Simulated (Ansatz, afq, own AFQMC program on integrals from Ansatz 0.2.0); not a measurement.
**Where AFQMC and coupled cluster stand for BH₃, singlet**

```tsv
atom	x (Å)	y (Å)	z (Å)
B	-0.2042	-0.0025	0.0000
H	3.7915	0.0462	-0.0008
H	-0.8135	1.0237	-0.0028
H	-0.7882	-1.0433	0.0031
```

Basis cc-pVDZ. Only valence electrons are correlated. Integrals, coupled cluster, full CI and functionals: Ansatz 0.2.0; the random walks run on the same integrals in our own AFQMC program. ph-AFQMC/CISD is guided by a CISD state made of CCSD amplitudes; releasing the constraint for a short imaginary time cuts its bias at the price of noise, slowly where states lie close. ± is one standard error of the sampling.

Determinant: RHF, the one that the program's search chose, which needn't be the lowest solution. The geometry is a point of a scan.

Full CI on the same integrals is exact in this basis and with this determinant's frozen core.

Cautions: restricted determinant unstable towards unrestricted (UHF 4.09 eV lower, ⟨S²⟩ 1.00); strong correlation (T1 0.116, weight of the determinant 0.53, largest double 0.87); (T) is large, 11 % of the CCSD correlation; CCSD(T) is in doubt: in a space of 6 electrons in 8 natural orbitals full CI lies 105 meV above it; the CCSDT(Q) amplitudes may be one of several solutions (largest double 0.93); the CCSDTQ amplitudes may be one of several solutions (largest double 0.93); the released energies are still falling, so no released level is given (meV from the phaseless value at times in 1/Eh: -1 ± 7 at 0.24, -8 ± 8 at 0.51, -5 ± 7 at 0.99, -25 ± 8 at 1.62, -38 ± 6 at 2.40); the next higher spin lies close (full CI puts it 26 meV above).

```
T1 diagnostic                               : 0.1165
weight of the determinant in the CISD state : 0.526
size of the correlated space                : 6 electrons in 28 orbitals
```

```
  level  correlation energy (eV)
    MP2                  -4.1212
   CCSD                  -6.1291
CCSD(T)                  -6.7766
```

Q: Estimate where phaseless AFQMC with a CISD trial lies against CCSD(T) on the same integrals.

A: 34.9 ± 0.7 kJ/mol above CCSD(T).

Reference: full CI, correlation energy -6.491 eV. The cautions show a poor starting determinant, so the rows tell how each method copes with it here, and full CI is the sure value.

```tsv
level	E − E(reference) (kJ/mol)	share of correlation (%)
CCSD(T)	-27.5	104.40
CCSDT	1.2	99.81
CCSDT(Q)	-0.9	100.15
CCSDTQ	0.0	100.00
ph-AFQMC/HF	167.7 ± 3.6	73.23
ph-AFQMC/CISD	7.4 ± 0.7	98.82
```

CCSDT and higher add their correlation energy to the determinant of the CCSD(T) run, since their own runs factorise the integrals more tightly (a shift of under 2 meV). A walk keeps the symmetry of its determinant, which the program's search chose and which needn't be the lowest solution, so a lower state of the same spin and another symmetry isn't excluded.
